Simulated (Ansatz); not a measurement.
Results of BLYP (Ansatz, a quantum-chemistry and plane-wave program, PAW) for fluorite CeO₂.

Numerical settings: plane-wave cutoff 520 eV, 12×12×12 k mesh, Fermi–Dirac smearing 0.01 eV, no spin polarisation, scalar-relativistic PAW data made under PBE.

The cell has the measured lattice: a = 5.4097 Å, b = 5.4097 Å, c = 5.4097 Å, α = 90.00°, β = 90.00°, γ = 90.00°.

Task: What does this level give for the band gap, smallest direct gap on the k points sampled and direct gap at Γ?

Result: 
* **band gap**: 1.97 eV
* **smallest direct gap on the k points sampled**: 2.07 eV
* **direct gap at Γ**: 2.93 eV

Measured, for comparison: band gap 3 eV (temperature not stated, no zero-point or thermal correction, O 2p to Ce 4f, our sources range from 3.00 to 3.20; as tabulated in Tran et al. (2019), arXiv:1908.01820).

Note: cell and atoms aren't relaxed at this level (pressure 13.0 GPa).

Spin–orbit coupling is not included.

The computed numbers hold no vibrational or temperature effects.
